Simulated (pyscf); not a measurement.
Homolytic dissociation enthalpies at 298 K of Al–Cl, Cl–Ga, Cl–In, F–Ga, F–In bonds in 8 gas-phase molecules, in kcal/mol. Optimised with ωB97X-D3(BJ)/def2-SVP in PySCF. MP2 and CC: frozen core, UHF for open shells. ΔMP2 is the change of the MP2 total energy from the triple- to the quadruple-zeta basis. Both columns use the same structures and thermal terms. Rows were drawn at random from the closed-shell molecules with such a bond whose radicals are computed, keep their shape and have no isomer in the data more than 5 kcal/mol lower.

```json
[
 {"row": "1", "molecule": "F–Ga(F)–Cl", "radicals": "[F–Ga–F]• + Cl•", "B3LYP-D3(BJ)/def2-TZVP": "93.2", "CCSD(T)/def2-TZVPP + ΔMP2(QZVPP)": "100.0"},
 {"row": "2", "molecule": "F–InH–F", "radicals": "F• + [F–InH]•", "B3LYP-D3(BJ)/def2-TZVP": "106.5", "CCSD(T)/def2-TZVPP + ΔMP2(QZVPP)": "112.3"},
 {"row": "3", "molecule": "F–GaH–Cl", "radicals": "F• + [Cl–GaH]•", "B3LYP-D3(BJ)/def2-TZVP": "124.3", "CCSD(T)/def2-TZVPP + ΔMP2(QZVPP)": "?"},
 {"row": "4", "molecule": "Cl–AlH–Cl", "radicals": "Cl• + [HAl–Cl]•", "B3LYP-D3(BJ)/def2-TZVP": "114.2", "CCSD(T)/def2-TZVPP + ΔMP2(QZVPP)": "118.3"},
 {"row": "5", "molecule": "Cl–Ga(Cl)–SeH", "radicals": "Cl• + [Cl–Ga–SeH]•", "B3LYP-D3(BJ)/def2-TZVP": "93.6", "CCSD(T)/def2-TZVPP + ΔMP2(QZVPP)": "100.4"},
 {"row": "6", "molecule": "HO–In(Cl)–Cl", "radicals": "[HO–In–Cl]• + Cl•", "B3LYP-D3(BJ)/def2-TZVP": "81.1", "CCSD(T)/def2-TZVPP + ΔMP2(QZVPP)": "87.9"},
 {"row": "7", "molecule": "HO–InH–F", "radicals": "[HO–InH]• + F•", "B3LYP-D3(BJ)/def2-TZVP": "110.0", "CCSD(T)/def2-TZVPP + ΔMP2(QZVPP)": "115.4"},
 {"row": "8", "molecule": "H₂N–Ga(NH₂)–F", "radicals": "[H₂N–Ga–NH₂]• + F•", "B3LYP-D3(BJ)/def2-TZVP": "129.0", "CCSD(T)/def2-TZVPP + ΔMP2(QZVPP)": "134.8"}
]
```

Q: Fit a line that carries the B3LYP-D3(BJ) values to the last column and predict row 3.

A: In the 7 complete rows the last column lies 4.1 to 6.8 kcal/mol from B3LYP-D3(BJ) (mean 5.9, median 5.8). Least squares gives y = 10.1 + 0.96·x with residuals of 0.7 kcal/mol (root mean square). For row 3: 10.1 + 0.96 × 124.3 = 129.4 kcal/mol. The computed value is 130.7 kcal/mol, 1.3 over the line. The CCSD(T) − MP2 part came from Ansatz, without density fitting, on the same reference. The frozen core leaves the outer d or s,p core shells of the metals and heavy elements correlated in the MP2 and CC values, and def2-TZVPP describes them poorly, which can shift differences by a few kcal/mol. Left out: the spin-orbit lowering of Cl, F. Elements up to Kr have no core potential and no relativistic terms here. Elements past Kr carry the def2 core potentials, without spin-orbit coupling.
